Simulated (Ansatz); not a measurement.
# Nudged elastic band run: C$_{3}$H$_{4}$FN

The input (input.yaml):

```yaml
crystal:
  periodic: [false, false, false]
  atoms:
    - { symbol: "N", position_ang: [-1.067682, 1.085571, -0.49869] }
    - { symbol: C, position_ang: [-0.064483, 0.211923, -0.224615] }
    - { symbol: C, position_ang: [0.972433, -0.535822, -0.471476] }
    - { symbol: F, position_ang: [1.878436, -0.967289, -1.330217] }
    - { symbol: C, position_ang: [0.310367, -0.847362, 0.809839] }
    - { symbol: H, position_ang: [-1.442485, 1.586905, 0.309856] }
    - { symbol: H, position_ang: [-0.917982, 1.695238, -1.305654] }
    - { symbol: H, position_ang: [-0.339184, -1.743142, 0.918611] }
    - { symbol: H, position_ang: [0.75918, -0.532422, 1.775345] }
basis:
  gaussian: { orbitals: "6-31G*" }
hamiltonian:
  xc: lda
neb:
  order_check: false
  images: 7
  f_tol: 0.05
  max_iterations: 60
  initial_path: idpp
  max_displacement: 0.5
  optimiser: fire
  final_atoms:
    - { symbol: "N", position_ang: [-0.81750723, 1.33922449, -0.33154937] }
    - { symbol: C, position_ang: [-0.05995211, 0.21653736, -0.22208051] }
    - { symbol: C, position_ang: [0.88206998, -0.62739176, -0.53165709] }
    - { symbol: F, position_ang: [1.86693101, -0.97980828, -1.33768114] }
    - { symbol: C, position_ang: [0.31714776, -0.83923833, 0.81464227] }
    - { symbol: H, position_ang: [-1.73722899, 1.28766982, 0.11268526] }
    - { symbol: H, position_ang: [-0.85441681, 1.76042291, -1.26255955] }
    - { symbol: H, position_ang: [-0.37908379, -1.68074471, 1.01559671] }
    - { symbol: H, position_ang: [0.87064018, -0.52307151, 1.72560242] }
```

Launched with:

```bash
$ ansatz run input.yaml --threads 1 --pin off --max-ram 2048MiB --backend cpu --events-out ev --progress --plain --runs-dir out
```

Output, in part (warnings, iteration lines, the closing report on the highest movable image, with atoms numbered from 0):

```
NEB end point (image 0): max|allowed force component| = 1.401e-2 eV/Å (the criterion of neb.relax_end_points is 1.000e-2)
NEB end point (image 8): max|allowed force component| = 1.272e-2 eV/Å (the criterion of neb.relax_end_points is 1.000e-2)
NEB iter   1: max|band force component| = 5.600e-1 eV/Å  barrier→ = 0.0488 eV  barrier← = 0.0488 eV  Δτ_max = 0.0104 Å  (249 SCF iters)
NEB iter   2: max|band force component| = 1.966e-1 eV/Å  barrier→ = 0.0433 eV  barrier← = 0.0433 eV  CI = image 4  Δτ_max = 0.0039 Å  (221 SCF iters)
NEB iter   3: max|band force component| = 2.463e-1 eV/Å  barrier→ = 0.0417 eV  barrier← = 0.0417 eV  CI = image 4  Δτ_max = 0.0010 Å  (223 SCF iters)
NEB iter   4: max|band force component| = 1.703e-1 eV/Å  barrier→ = 0.0412 eV  barrier← = 0.0412 eV  CI = image 4  Δτ_max = 0.0017 Å  (225 SCF iters)
NEB iter   5: max|band force component| = 1.235e-1 eV/Å  barrier→ = 0.0409 eV  barrier← = 0.0409 eV  CI = image 4  Δτ_max = 0.0017 Å  (222 SCF iters)
NEB iter   6: max|band force component| = 1.644e-1 eV/Å  barrier→ = 0.0407 eV  barrier← = 0.0407 eV  CI = image 4  Δτ_max = 0.0017 Å  (224 SCF iters)
NEB iter   7: max|band force component| = 1.388e-1 eV/Å  barrier→ = 0.0404 eV  barrier← = 0.0404 eV  CI = image 4  Δτ_max = 0.0019 Å  (223 SCF iters)
NEB iter   8: max|band force component| = 9.258e-2 eV/Å  barrier→ = 0.0401 eV  barrier← = 0.0401 eV  CI = image 4  Δτ_max = 0.0022 Å  (227 SCF iters)
NEB iter   9: max|band force component| = 1.206e-1 eV/Å  barrier→ = 0.0400 eV  barrier← = 0.0400 eV  CI = image 4  Δτ_max = 0.0005 Å  (228 SCF iters)
NEB iter  10: max|band force component| = 8.169e-2 eV/Å  barrier→ = 0.0399 eV  barrier← = 0.0399 eV  CI = image 4  Δτ_max = 0.0007 Å  (226 SCF iters)
NEB iter  11: max|band force component| = 8.009e-2 eV/Å  barrier→ = 0.0398 eV  barrier← = 0.0398 eV  CI = image 4  Δτ_max = 0.0001 Å  (223 SCF iters)
NEB iter  12: max|band force component| = 7.969e-2 eV/Å  barrier→ = 0.0398 eV  barrier← = 0.0398 eV  CI = image 4  Δτ_max = 0.0002 Å  (216 SCF iters)
NEB iter  13: max|band force component| = 7.890e-2 eV/Å  barrier→ = 0.0398 eV  barrier← = 0.0398 eV  CI = image 4  Δτ_max = 0.0002 Å  (217 SCF iters)
NEB iter  14: max|band force component| = 7.778e-2 eV/Å  barrier→ = 0.0398 eV  barrier← = 0.0398 eV  CI = image 4  Δτ_max = 0.0003 Å  (218 SCF iters)
NEB iter  15: max|band force component| = 7.639e-2 eV/Å  barrier→ = 0.0397 eV  barrier← = 0.0397 eV  CI = image 4  Δτ_max = 0.0004 Å  (217 SCF iters)
NEB iter  16: max|band force component| = 7.483e-2 eV/Å  barrier→ = 0.0397 eV  barrier← = 0.0397 eV  CI = image 4  Δτ_max = 0.0005 Å  (221 SCF iters)
NEB iter  17: max|band force component| = 7.318e-2 eV/Å  barrier→ = 0.0397 eV  barrier← = 0.0397 eV  CI = image 4  Δτ_max = 0.0006 Å  (220 SCF iters)
NEB iter  18: max|band force component| = 7.131e-2 eV/Å  barrier→ = 0.0397 eV  barrier← = 0.0396 eV  CI = image 4  Δτ_max = 0.0007 Å  (220 SCF iters)
NEB iter  19: max|band force component| = 6.919e-2 eV/Å  barrier→ = 0.0396 eV  barrier← = 0.0396 eV  CI = image 4  Δτ_max = 0.0009 Å  (224 SCF iters)
NEB iter  20: max|band force component| = 6.670e-2 eV/Å  barrier→ = 0.0395 eV  barrier← = 0.0395 eV  CI = image 4  Δτ_max = 0.0011 Å  (220 SCF iters)
NEB iter  21: max|band force component| = 6.362e-2 eV/Å  barrier→ = 0.0395 eV  barrier← = 0.0395 eV  CI = image 4  Δτ_max = 0.0014 Å  (222 SCF iters)
NEB iter  22: max|band force component| = 5.978e-2 eV/Å  barrier→ = 0.0394 eV  barrier← = 0.0394 eV  CI = image 4  Δτ_max = 0.0017 Å  (222 SCF iters)
NEB iter  23: max|band force component| = 5.516e-2 eV/Å  barrier→ = 0.0393 eV  barrier← = 0.0393 eV  CI = image 4  Δτ_max = 0.0021 Å  (223 SCF iters)
NEB iter  24: max|band force component| = 5.470e-2 eV/Å  barrier→ = 0.0392 eV  barrier← = 0.0392 eV  CI = image 4  Δτ_max = 0.0025 Å  (223 SCF iters)
NEB iter  25: max|band force component| = 4.728e-2 eV/Å  barrier→ = 0.0391 eV  barrier← = 0.0391 eV  CI = image 4  Δτ_max = 0.0256 Å  (226 SCF iters)
NEB iter  26: max|band force component| = 6.512e-2 eV/Å  barrier→ = 0.0383 eV  barrier← = 0.0383 eV  CI = image 4  Δτ_max = 0.0408 Å  (31 SCF iters)
NEB iter  27: max|band force component| = 5.576e-2 eV/Å  barrier→ = 0.0383 eV  barrier← = 0.0383 eV  CI = image 4  Δτ_max = 0.0174 Å  (216 SCF iters)
NEB iter  28: max|band force component| = 3.355e-2 eV/Å  barrier→ = 0.0380 eV  barrier← = 0.0380 eV  CI = image 4  Δτ_max = 0.0000 Å  (557 SCF iters)
Total energy: -7321.14807297 eV, -269.0472292291 hartree
Atom 0 at    -0.909132     1.222601    -0.434500 Å, force    -0.001197     0.001215     0.000302 eV/Å
Atom 1 at    -0.045120     0.208360    -0.241053 Å, force    -0.000169    -0.002854     0.003507 eV/Å
Atom 2 at     0.927272    -0.614484    -0.512957 Å, force     0.002876    -0.000725    -0.002868 eV/Å
Atom 3 at     1.863116    -1.034758    -1.347042 Å, force    -0.002650     0.001541     0.001641 eV/Å
Atom 4 at     0.311166    -0.842382     0.806525 Å, force    -0.003613     0.002517     0.001940 eV/Å
Atom 5 at    -1.590725     1.458230     0.280520 Å, force     0.003017    -0.001423    -0.002423 eV/Å
Atom 6 at    -0.900218     1.770069    -1.291273 Å, force     0.000379    -0.001479     0.001876 eV/Å
Atom 7 at    -0.385770    -1.691855     0.979378 Å, force    -0.000979    -0.001194    -0.003096 eV/Å
Atom 8 at     0.818010    -0.522180     1.743401 Å, force     0.002335     0.002402    -0.000878 eV/Å
Dipole moment:    -0.448545     0.448290     0.019073 e Å
```

The forces met the threshold. The band force fell under the threshold earlier too, but the program's further tests of the path sent the band on. Another band between the same ends (7 images) ends at a top of the same energy, where a vibrational analysis finds 1 clearly imaginary mode.

Final band (atoms are numbered from 1 in the order of the input):

| image | path coordinate (Å) | energy (kJ/mol) | height of N1 over the plane of its neighbours (Å) |
| --- | --- | --- | --- |
| 0 | 0.00 | 0.0 | 0.26 |
| 1 | 0.10 | 0.2 | 0.26 |
| 2 | 0.20 | 1.0 | 0.20 |
| 3 | 0.30 | 2.7 | 0.11 |
| 4 | 0.40 | 3.7 | 0.00 |
| 5 | 0.50 | 2.7 | -0.11 |
| 6 | 0.60 | 1.0 | -0.21 |
| 7 | 0.70 | 0.2 | -0.26 |
| 8 | 0.80 | 0.0 | -0.27 |

Time of the run: 4.6 min on 1 thread of Arm Neoverse V1 (shared host), peak memory 0.15 GiB.
